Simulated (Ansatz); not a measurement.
**SiGePH, triplet in cc-pVDZ: errors against UCCSDT(Q)**

Geometry: a PBE0/def2-TZVP stationary point for this spin, not checked as a minimum.

```json
{"atom": "Ge", "x (Å)": "0.0098", "y (Å)": "0.2024", "z (Å)": "0.9428"}
{"atom": "Si", "x (Å)": "-0.1048", "y (Å)": "0.7775", "z (Å)": "-1.5471"}
{"atom": "P", "x (Å)": "0.0355", "y (Å)": "-1.2300", "z (Å)": "-0.7443"}
{"atom": "H", "x (Å)": "1.1234", "y (Å)": "1.5444", "z (Å)": "-1.9646"}
```

Basis cc-pVDZ; Ansatz 0.2.0. Only valence electrons are correlated (noble-gas cores and the filled d shells of p-block atoms frozen), which leaves 14 electrons in 44 orbitals. R marks a restricted (for open shells ROHF) determinant, U an unrestricted one. No spin–orbit coupling is included, and no scalar relativity.

Full CI isn't at hand for all of this; UCCSDT(Q) serves as the reference, and is uncertain by about the last step of the cluster series. The frozen core follows each run's orbitals, which can shift R against U totals by a few meV for light atoms and by up to 0.1 eV past Ca.

```
UHF ⟨S²⟩                          : 2.051
T1 diagnostic (RCCSD)             : 0.0337
largest doubles amplitude (RCCSD) : 0.071
T1 diagnostic (UCCSD)             : 0.0317
```

```
   level  E − E(UCCSDT(Q)) (kJ/mol)  wall time
     UHF                      824.8          –
    UMP2                      139.8          –
   UCCSD                       51.4          –
UCCSD(T)                        8.3       23 s
  UCCSDT                        4.5          –
```

Run but not shown, since their state, orbitals or frozen core can't be matched to the reference's or they repeat it: RHF, RMP2, CISD, RCCSD, RCCSD(T), BCCD(T), RCCSDT, RCCSDT(Q).

Times hold each run's SCF and search for its determinant on a shared host, so for small cases they say little of a method's own cost; they ran on 1 thread of Arm Neoverse V2. Some runs computed forces too.

Atomization energy (electronic, same basis, no zero-point term; atoms at the same level, unrestricted beside the R rows where the molecule is a closed shell, but restricted open-shell past Ca, as are all atoms' steps beyond CCSDT(Q)) at UCCSDT(Q): 765.1 kJ/mol. Errors of other levels:

| level | error (kJ/mol) |
| --- | --- |
| UHF | -277.4 |
| UMP2 | 9.5 |
| UCCSD | -41.2 |
| UCCSD(T) | -5.5 |
| UCCSDT | -4.1 |

This basis is far from its limit, so the value isn't to be set against a measured one.
